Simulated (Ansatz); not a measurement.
## Rubidium, bcc: convergence with the plane-wave cutoff

Computed with Ansatz, r²SCAN, scalar-relativistic PAW, on the relaxed cell (a = 5.735 Å; spin not included). Errors count from a run at 500 eV on a Γ-centred 13×13×13 mesh with Fermi-Dirac smearing of 0.1 eV, extrapolated to zero width. Fixed here: mesh 8×8×8, Fermi-Dirac width 0.1 eV. The pressure holds a Pulay correction and is unreliable far below the recommended cutoff. The SCF starts from atomic densities corrected by a trained network.

```json
{"cutoff (eV)": "150", "E(σ→0) error (meV/atom)": "1050.3", "P (GPa)": "0.03", "SCF iterations": "6"}
{"cutoff (eV)": "200", "E(σ→0) error (meV/atom)": "144.3", "P (GPa)": "-0.01", "SCF iterations": "6"}
{"cutoff (eV)": "300", "E(σ→0) error (meV/atom)": "14.0", "P (GPa)": "0.03", "SCF iterations": "6"}
{"cutoff (eV)": "350", "E(σ→0) error (meV/atom)": "9.1", "P (GPa)": "0.03", "SCF iterations": "6"}
{"cutoff (eV)": "420", "E(σ→0) error (meV/atom)": "5.3", "P (GPa)": "0.02", "SCF iterations": "7"}
{"cutoff (eV)": "500", "E(σ→0) error (meV/atom)": "4.0", "P (GPa)": "0.02", "SCF iterations": "7"}
{"cutoff (eV)": "600", "E(σ→0) error (meV/atom)": "2.5", "P (GPa)": "0.03", "SCF iterations": "7"}
{"cutoff (eV)": "800", "E(σ→0) error (meV/atom)": "1.7", "P (GPa)": "0.02", "SCF iterations": "7"}
```

Question: What does the run at 250 give (cutoff)?

Answer: E(σ→0) error (meV/atom): 27.5; P (GPa): 0.03; SCF iterations: 6.

Within 5 meV/atom of the last row: from 420 eV on.
